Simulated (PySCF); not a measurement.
Process, species as SMILES: C#N (CH-N) + H+ → C#[NH+]
B3LYP-D3(BJ)/def2-TZVP geometries, fixed; electronic energies without zero-point terms; positive where energy is released.

Effect of the atomic grid (radial, angular points) at B3LYP/def2-TZVP with PySCF, against the last row, where the proton affinity is 175.98 kcal/mol. The proton sits at the site shown, which need not be the one that binds it best.

```
setting                        grid points, largest species  largest shift of a total energy (mEh)  shift of the proton affinity (kcal/mol)
-----------------------------  ----------------------------  -------------------------------------  ---------------------------------------
atom_grid: 30, 110, unpruned                          13200                                  0.013                                   -0.001
atom_grid: 50, 194, unpruned                          38800                                  0.000                                    0.000
atom_grid: 75, 302, unpruned                          90600                                  0.000                                    0.000
atom_grid: 99, 590, unpruned                         233640                                  0.000                                    0.000
atom_grid: 150, 974, unpruned                        584400                                  0.000                                    0.000
```

Within 0.02 kcal/mol in the proton affinity: atom_grid: 30, 110, unpruned; atom_grid: 50, 194, unpruned; atom_grid: 75, 302, unpruned; atom_grid: 99, 590, unpruned. The largest shift is 0.013 mEh in a total energy and 0.001 kcal/mol in the difference.
